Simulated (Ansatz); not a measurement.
The first iterations of a band of AlClH₂ (4 atoms, charge 0, multiplicity 1).

Method: Ansatz 0.2.0, RKS revPBE-D4/def2-SVP.

```json
{
  "movable images": "5",
  "climbing image": "yes",
  "spring": "5.0 eV/Å²",
  "optimiser": "quadratic models (default)",
  "start path": "through a guess of the saddle point",
  "force threshold": "0.05 eV/Å",
  "iteration limit": "60",
  "end points": "relaxed"
}
```

Image 0:

```xyz
4
Properties=species:S:1:pos:R:3
Al 0.458 0.000 0.118
Cl 0.822 0.000 2.214
H 1.726 0.000 -0.845
H -1.060 0.000 -0.362
```

Image 6:

```xyz
4
Properties=species:S:1:pos:R:3
Al 0.074 0.000 -0.917
Cl 1.503 0.000 1.822
H 1.846 0.000 0.526
H -1.476 0.000 -0.307
```

| iteration | highest image above the first end (eV) | largest band force component (eV/Å) |
| --- | --- | --- |
| 1 | 3.313 | 4.297 |
| 2 | 2.799 | 2.033 |

Question: Does the band converge within its limit, and where does its top end?

Answer: The run converged. It ended after 8 iterations with the highest image 2.768 eV above the first end. A vibrational analysis at the climbing image gives one clearly imaginary mode, 614i cm⁻¹: a first-order saddle point. The orbitals stay closed-shell, which can raise the energy where a bond breaks towards radicals; this wasn't checked here.

Run time: 36 s on 1 thread of Arm Neoverse V1, with other jobs on the host, peak memory 0.092 GiB.
